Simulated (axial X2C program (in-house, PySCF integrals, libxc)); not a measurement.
**Potential curves of PH⁻, two-component**

All values were computed with an in-house relativistic program for diatomic molecules. Two-component (2c) means X2C with spin–orbit coupling and atomic mean-field two-electron Coulomb and Gaunt terms. Basis: P dyall-av3z [9s8p3d2f], H dyall-av3z [7s3p2d] (cores contracted in-house); Gaussian nuclei, density fitting, unrestricted open shells. Masses: P 30.974 u, H 1.008 u.

State: Ω = 3/2 (⟨Sz⟩ = 0.50, ⟨Lz⟩ = 1.00 at HF). Energies in eV from the fragments at the same level (P- + H for MP2; P + H- for CCSD). Fits are polynomials in 1 − R0/R over 0.85 to 1.23 times the lowest point R0.

```
 R (Å)      MP2     CCSD
1.2563  -2.8404         
1.3140  -3.0850  -2.9575
1.3574  -3.1916  -3.0671
1.4007  -3.2452  -3.1244
1.4440  -3.2562  -3.1396
1.4945  -3.2259  -3.1153
1.5451  -3.1592  -3.0554
1.6101  -3.0336  -2.9402
1.6895  -2.8382         
1.8050  -2.5069
```

Correlated methods: 7 electrons correlated (number of frozen shells: P 2 s, 1 p; H none), 149 virtual spin orbitals or spinors in MP2, 90 natural virtuals in coupled cluster.

Occupations by symmetry block were frozen at the best pattern of an incomplete PBE0 search. Dissociation energies refer to the lowest single-determinant-based atoms at the same level and basis. CCSD ran in a truncated set of natural virtual spinors with an MP2 remainder; without triples it tends to underbind. Coupled cluster ran on the points near the minimum only. MP2 and coupled cluster on one determinant become unreliable at the stretched end.

What are Re, ωe and De at the MP2 level?

At MP2, 2c: Re = 1.435 Å, ωe ≈ 2310 cm⁻¹, De = 3.26 eV to P- + H; Be follows as 8.39 cm⁻¹.

Fit the CCSD curve near its minimum: give the equilibrium distance, the harmonic wavenumber and the well depth.

At CCSD, 2c: Re = 1.440 Å, ωe ≈ 2260 cm⁻¹, De = 3.14 eV to P + H-; Be follows as 8.33 cm⁻¹.
